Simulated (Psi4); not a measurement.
Reaction (SMILES): O=C=S + H+ → C(=[SH+])=O
B3LYP-D3(BJ)/def2-TZVP geometries, fixed; electronic energies without zero-point terms; positive where energy is released.

Effect of the treatment of two-electron integrals at MP2/def2-TZVP with Psi4, against the last row, where the proton affinity is 149.71 kcal/mol. Cores are frozen. The proton sits at the site shown, which need not be the one that binds it best.

```json
[
 {"setting": "scf_type: df", "largest shift of a total energy (mEh)": "0.203", "shift of the proton affinity (kcal/mol)": "-0.037"},
 {"setting": "scf_type: cd", "largest shift of a total energy (mEh)": "0.202", "shift of the proton affinity (kcal/mol)": "0.004"},
 {"setting": "scf_type: pk", "largest shift of a total energy (mEh)": "0.000", "shift of the proton affinity (kcal/mol)": "0.000"}
]
```

Within 0.02 kcal/mol in the proton affinity: scf_type: cd. The largest shift is 0.203 mEh in a total energy and 0.037 kcal/mol in the difference.
